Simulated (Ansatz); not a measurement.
## PH4⁺, singlet: reading a ladder of total energies

Geometry: that of the PH4, doublet, kept fixed.

```xyz
5

P     0.0456    0.0000    0.0000
H     0.1616    0.0000   -1.5147
H    -0.8626    1.0782    0.0000
H    -0.8626   -1.0782    0.0000
H     0.1616    0.0000    1.5147
```

Basis cc-pVDZ; Ansatz 0.2.0. Correlated methods freeze the noble-gas cores, which leaves 8 electrons in 33 orbitals. Prefix R: restricted or restricted open-shell reference.

Full CI isn't at hand for all of this; RCCSDT(Q) serves as the reference, and is uncertain by about the last step of the cluster series.

Runs differ by some tens of microhartree through their thresholds, so steps under 0.03 kcal/mol mean nothing.

```tsv
level	total energy (hartree)
RHF	-342.697550
RMP2	-342.837648
RCCSD	-342.870356
RCCSD(T)	-342.874666
RCCSDT	-342.875475
RCCSDT(Q)	-342.875648
```

Task: What is the correlation energy at RCCSDT(Q), and what share of it do RMP2 and RCCSDT recover?

Result: E(corr) = -342.875648 − (-342.697550) = -0.178098 hartree = -4.846 eV. RMP2: -0.140098 / -0.178098 = 78.66 %. RCCSDT: -0.177925 / -0.178098 = 99.90 %.

Task: By how many kcal/mol does RCCSD(T) miss RCCSDT(Q) (1 hartree = 627.509 kcal/mol), and which steps make up the rest?

Result: -342.874666 − (-342.875648) = 0.000982 hartree = 0.62 kcal/mol. Steps: RCCSDT − RCCSD(T) = -0.51, RCCSDT(Q) − RCCSDT = -0.11 kcal/mol. That is within 1 kcal/mol of the reference in this basis, which itself misses far more of the correlation at the basis-set limit.
